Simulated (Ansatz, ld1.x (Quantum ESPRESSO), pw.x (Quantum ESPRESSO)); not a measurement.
## molybdenum (Mo): does the TM potential hold in the solid?

molybdenum, norm-conserving Troullier–Martins (Kleinman–Bylander form), made with ld1.x (Quantum ESPRESSO) 7.5 (PBE, scalar-relativistic). Core [Kr], reference 4d5 5s1 5p0. Waves: 5s (bound): rc 2.55 bohr; 5p (bound, empty): rc 4.20 bohr; 4d (bound): rc 1.45 bohr; 4f channel at -0.05 Ry: rc 3.60 bohr. Local part: all-electron potential smoothed inside 2.60 bohr (lloc = -1). Core correction: Bessel-smoothed model core inside 1.35 bohr.

Atomic tests: cutoffs needed: 45 Ry and 55 Ry (the cutoffs (Ry, on a coarse ladder) from which the occupation-weighted sum of valence levels, in a spherical-Bessel basis at the reference potential, stays within 10 and 1 mRy of its value at 400 Ry); ghost test: no extra level below or beside the all-electron valence levels (s, p, d, f tested) (spherical-Bessel basis up to 400 Ry, 20 bohr box); configuration tests: 2 of 7 tests not solved or not reliable.

Crystal test: bcc Mo in pw.x 7.5, no spin, 15³ k-points, Fermi–Dirac smearing 0.01 Ry, cutoffs 70/280 Ry. The reference is all-electron LAPW (Ansatz 0.2.0) with the same functional, mesh and smearing; V0 and B0 come from Birch–Murnaghan fits to the pressures at five volumes. Errors are pseudo minus all-electron; Δ is the rms difference of the E(V) curves that follow from these fits, minima aligned, over ±6 % about the mean V0. Mesh and smearing are coarse, so the numbers serve the comparison and aren't converged zero-temperature values; the lattice is a test structure that the element need not adopt.

All-electron: a0 = 3.162 Å (V0 = 15.80 Å³/atom), B0 = 259.2 GPa.

Q: How far does the potential miss the all-electron equation of state?

A: mean pressure error (GPa): -5.86; a0 (Å): 3.136; a0 error (%): -0.80; B0 error (%): -3.9; Δ (meV/atom): 21.3. The largest radius (4.20 bohr) exceeds half the bond length (2.59 bohr), so the spheres overlap, which is one possible source of error among others. This is a poor potential for the solid. Atomic configuration tests: 2 of 7 tests not solved or not reliable. The logarithmic derivative shows an extra or strongly shifted pseudo pole above the reference energy (s near 0.35 Ry, p near 1.60 Ry).

| V (Å³/atom) | P all-electron (GPa) | P pseudo (GPa) |
| --- | --- | --- |
| 15.012 | 14.82 | 7.12 |
| 15.407 | 6.93 | 0.29 |
| 15.802 | -0.00 | -5.74 |
| 16.197 | -6.08 | -11.03 |
| 16.592 | -11.41 | -15.68 |

Q: At the middle volume, how do free energy and pressure move when the wave cutoff is lowered (ecutrho kept at four times it)?

A:

```
cutoff (Ry)  shift of F (meV/atom)  shift of P (GPa)
         32                 +833.9            -31.48
         42                 +135.7             -7.24
         56                   +6.8             -0.63
```

The run at the middle volume (120 k-points, 8 iterations) took about 16 s on one core of a shared host (Neoverse-V1, 32 threads, 247 GiB, load 18).
